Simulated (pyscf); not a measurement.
Single points on ωB97X-D3(BJ)/def2-SVP structures (PySCF, gas phase). MP2 and CC: frozen core, UHF for open shells. ΔMP2 is the change of the MP2 total energy from the triple- to the quadruple-zeta basis.

**Question.** For the elementary gas-phase step GeH₄ + Cl–Cl -> Cl–GeH₃ + HCl (singlet surface; Ge–H, Cl–Cl broken, Cl–Ge, Cl–H formed), what barrier and reaction energy does CCSD(T)/def2-TZVPP + ΔMP2(QZVPP) give, measured from the separated reactants?

**Answer.** ΔE‡ = 56.2 kcal/mol, ΔE = -58.0 kcal/mol. Zero-point energy shifts the barrier by -1.9 kcal/mol. It is a four-centre exchange, with an imaginary mode of 1982i cm⁻¹. The same reactants have a lower exit, to Cl• + Cl• + GeH₄ (no saddle counted: cutting one bond costs +58.8 kcal/mol at ωB97M-D3(BJ), against +65.5 kcal/mol here). One saddle was located; it need not be the lowest between these sides. One closed-shell reference is unstable to symmetry breaking; treat the single-reference values with care. The CCSD(T) − MP2 part came from Ansatz, without density fitting, on the same reference. The largest closed-shell T1 diagnostic is 0.053, which may signal static correlation. The frozen core leaves the outer d or s,p core shells of the metals and heavy elements correlated in the MP2 and CC values, and def2-TZVPP describes them poorly, which can shift differences by a few kcal/mol. Elements up to Kr have no core potential and no relativistic terms here.
